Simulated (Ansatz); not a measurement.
1T (CdI2-type) PtSe2, treated with PBE-D3(BJ) in Ansatz (PAW).

Settings: plane-wave cutoff 520 eV, 12×12×8 k mesh (along the axes of the cell as run), Fermi–Dirac smearing 0.01 eV, scalar-relativistic PAW data made under PBE.

Starting structure:

```xyz
3
Lattice="3.7300 0.0000 0.0000 -1.8650 3.2303 0.0000 0.0000 0.0000 5.0800" Properties=species:S:1:pos:R:3 pbc="T T T"
Pt     0.0000     0.0000     0.0000
Se     0.0000     2.1535     1.2954
Se     1.8650     1.0768     3.7846
```

### Question
Into what structure does the relaxation of cell and atoms lead at this level, with the symmetry of the start kept?

### Answer
The volume falls by 3.0 %; final space group P-3m1.
```xyz
3
Lattice="3.7716 0.0000 0.0000 -1.8858 3.2663 0.0000 0.0000 0.0000 4.8201" Properties=species:S:1:pos:R:3 pbc="T T T"
Pt     0.0000     0.0000     0.0000
Se     0.0000     2.1775     1.2801
Se     1.8858     1.0888     3.5399
```

Note: the solid has no gap at this level, which affects its response.

Ansatz is an electronic-structure program.
